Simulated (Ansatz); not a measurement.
Born–Oppenheimer molecular dynamics of C₂H₇B (10 atoms, charge 0, multiplicity 1). It goes on from the last frame of an earlier run, with new velocities.

These are results of RKS r2SCAN-D4/def2-SVP (Ansatz 0.2.0), not measurements.

```
ensemble                      : NVE (velocity Verlet)
time step                     : 0.5 fs
steps asked                   : 150
starting velocities drawn for : 500 K
masses                        : H 10 u
seed                          : 227032
```

First frame:

```xyz
10
Properties=species:S:1:pos:R:3
B -0.010 0.249 -0.042
H 0.183 1.529 0.564
C 1.299 -0.064 -0.756
H 1.541 -0.183 -1.834
H 2.286 0.535 -0.458
H 1.716 -1.046 -0.372
C -1.317 -0.145 -0.804
H -1.491 -1.176 -1.435
H -2.116 -0.365 -0.096
H -1.784 0.243 -1.723
```

Question: How far do the bonds stretch over the last three quarters of this one trajectory? (Pairs bonded in most of those frames.)

Answer: 
| bond | mean (Å) | spread (Å) | shortest | longest |
| --- | --- | --- | --- | --- |
| B1–H2 | 1.251 | 0.060 | 1.14 | 1.37 |
| B1–C3 | 1.604 | 0.076 | 1.50 | 1.76 |
| B1–C7 | 1.562 | 0.073 | 1.42 | 1.68 |
| C3–H4 | 1.117 | 0.030 | 1.07 | 1.16 |
| C3–H5 | 1.117 | 0.064 | 1.04 | 1.24 |
| C3–H6 | 1.123 | 0.039 | 1.05 | 1.18 |
| C7–H8 | 1.133 | 0.078 | 0.99 | 1.26 |
| C7–H9 | 1.118 | 0.075 | 0.98 | 1.22 |
| C7–H10 | 1.121 | 0.032 | 1.05 | 1.21 |

Mean temperature of the second half: 1367 K. The conserved energy stayed within 0.27 meV per atom of its start (net change -0.074 meV per atom), so the integration is sound. The kinetic energy rose, since the run started high on the potential surface and went downhill. A run of 0.075 ps of so small a system gives no equilibrium averages.

Run time: 12 min on 1 thread of Arm Neoverse N1, with other jobs on the host, peak memory 0.14 GiB.
